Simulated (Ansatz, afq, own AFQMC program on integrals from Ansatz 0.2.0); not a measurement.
Two steps: Ansatz 0.2.0 writes the Fock matrix and Cholesky factors of the valence space, and afq projects on them the lowest state that overlaps trial and start.

```yaml
crystal:
  periodic: [false, false, false]
  atoms:
    - {symbol: Si, position_ang: [-2.451959, 0.000000, 0.000000]}
    - {symbol: H, position_ang: [-2.946830, 1.399708, 0.000001]}
    - {symbol: H, position_ang: [-2.946830, -0.699854, 1.212183]}
    - {symbol: H, position_ang: [-2.946830, -0.699854, -1.212182]}
    - {symbol: H, position_ang: [-0.846959, 0.000000, 0.000000]}
    - {symbol: Br, position_ang: [0.984041, 0.000000, 0.000000]}
basis:
  gaussian: {orbitals: cc-pVTZ}
magnetization: {spin_polarized: true, initial_magnetization: 1}
correlation: {method: ccsd_t, electrons: outside_noble_gas, hamiltonian_folder: ham}
```

```sh
$ ansatz run in.yaml --threads 1 --pin off --events-out ev --progress --plain --max-ram 24576MiB --backend cuda --devices 0, --max-vram 18GiB
```

Options of the walk:

```
--method phaseless --trial hf --walkers 600 --populations 10 --least-time 40 --time-step 0.005 --steps-per-block 20 --equilibration-blocks 112 --max-blocks 4000 --target-error 0.00115 --factor-cut 1e-05 --start spin_pure --seed 9928 --taylor-order 6
```

Times are imaginary, in 1/Eh. The walk had a cap of 67 s. With eight or more populations the least sampling time is a fifth of least-time, and the error comes from their spread. Filled inner d shells are frozen with the cores.

Output of the walk:

```
orbitals 114  electrons 8 7  factors 716 of 783
reference energy -2863.68612494 Eh
CCSD correlation -0.34072744 Eh in 11 cycles, weight of the determinant in the CISD state 0.8499
energy of the start -2863.686663 Eh
 block  time / (1/Eh)  mean weight  energy / Eh
     1     0.100  1.0018  -2863.765657
     2     0.200  1.0025  -2863.822385
     3     0.300  1.0012  -2863.864096
     4     0.400  1.0018  -2863.895127
     5     0.500  1.0016  -2863.921947
    10     1.000  1.0004  -2863.986792
    29     2.900  1.0013  -2864.036271
    49     4.900  0.9994  -2864.035390
    69     6.900  1.0008  -2864.033308
    81     8.100  1.0014  -2864.052755
    89     8.900  0.9990  -2864.042955
   105    10.500  1.0015  -2864.021703
   109    10.900  0.9999  -2864.036076
   129    12.900  0.9995  -2864.034229
   149    14.900  1.0002  -2864.032260
   169    16.900  0.9998  -2864.034316
   189    18.900  0.9989  -2864.031748
error from the spread of 10 populations
energy -2864.034723 +/- 0.001140 Eh
(rows thinned)
```

The run passed its tests (sampling time, drift between the halves within three errors, error under three times the target), which doesn't prove that it has relaxed.

Against this walk (error 31.0 meV) on the same determinant: CCSD(T) 76.6 meV lower, the released energy of a separate walk with a CISD trial 133.2 ± 32.3 meV lower, a separate phaseless walk with a CISD trial and standard settings 107.0 ± 31.6 meV lower. The error is statistical and leaves out the bias of the constraint. AFQMC with the constraint released is the surest value here, so the walk's 133 meV above it is most likely the bias of the constraint with this trial, which can have either sign.

Cautions: constraint bias not in the error; no relativity below Rb; no spin-orbit coupling; inner d shell frozen.

The walk took 27 s on 1 × NVIDIA H100 80GB HBM3 with 2 threads of AMD EPYC 7R13 Processor (Zen 3) (shared host) (the card was shared). The log's last line is the phaseless energy.

A walk keeps the symmetry of its determinant, which the program's search chose and which needn't be the lowest solution, so a lower state of the same spin and another symmetry isn't excluded.
